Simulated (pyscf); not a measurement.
O=VH(Cl)–Cl + hydrogen chloride (HCl) → O=V(Cl)(Cl)–Cl + hydrogen (H₂) (four-centre exchange; singlet surface; H–V, Cl–H broken, Cl–V, H–H formed). Structures and frequencies: ωB97X-D3(BJ)/def2-SVP in PySCF. Energies in kcal/mol from the separated reactants.

```tsv
level	barrier	reaction energy
ωB97X-D3(BJ)/def2-TZVP	?	-29.6
r²SCAN/def2-TZVP	0.5	-33.8
B3LYP-D3(BJ)/def2-TZVP	5.2	-30.6
PBE0-D3(BJ)/def2-TZVP	3.0	-29.4
M06-2X/def2-TZVP	?	?
HF/def2-TZVP	30.6	-16.7
```

### Question
Complete the blanks.

### Answer

- ωB97X-D3(BJ)/def2-TZVP, barrier: 5.4
- M06-2X/def2-TZVP, barrier: 9.6
- M06-2X/def2-TZVP, reaction energy: -26.5

The functionals in the table span 9.1 kcal/mol in this barrier, from r²SCAN to M06-2X. On the reactant side the descent ends in an adduct with a Cl–V contact, 1.9 kcal/mol under the separated species and 7.3 kcal/mol under the saddle at ωB97X-D3(BJ)/def2-TZVP. What is counted as formed (Cl–V) is already present as a longer contact in the reactant adduct; forming that adduct is a step of its own. One saddle was located; it need not be the lowest between these sides.
